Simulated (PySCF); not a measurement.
Molecule: C2H5 (charge 0, doublet). It need not be the lowest isomer of its formula. SMILES: [CH2]C
Structure (B3LYP-D3(BJ)/def2-TZVP (Ansatz) minimum search):
```xyz
7

C     -0.0207    -0.6912     0.0019
C      0.0032     0.7917    -0.0023
H      0.9947    -1.1171     0.0074
H     -0.5251    -1.0873     0.8864
H     -0.5178    -1.0924    -0.8844
H      0.0727     1.3495     0.9213
H      0.0803     1.3441    -0.9285
```
Charge 0, spin multiplicity 2.

Dispersion corrections to the total energy (kcal/mol) from the dftd3 and dftd4 libraries through PySCF: D3(BJ) without and D4 with the three-body term, each with the damping fitted for the functional named.

| functional | D3(BJ) | D4 |
|---|---|---|
| revPBE | -4.86 | (withheld) |
| BHLYP | -2.15 | -1.47 |
| BP86 | (withheld) | -1.77 |
| PW6B95 | (withheld) | -1.26 |
| HSE06 | -0.95 | -1.06 |
| PBE0 | -1.42 | -1.16 |
| TPSS | -2.12 | -1.95 |

What belongs in the gaps?


- revPBE, D4: -5.84
- BP86, D3(BJ): -2.45
- PW6B95, D3(BJ): -0.70
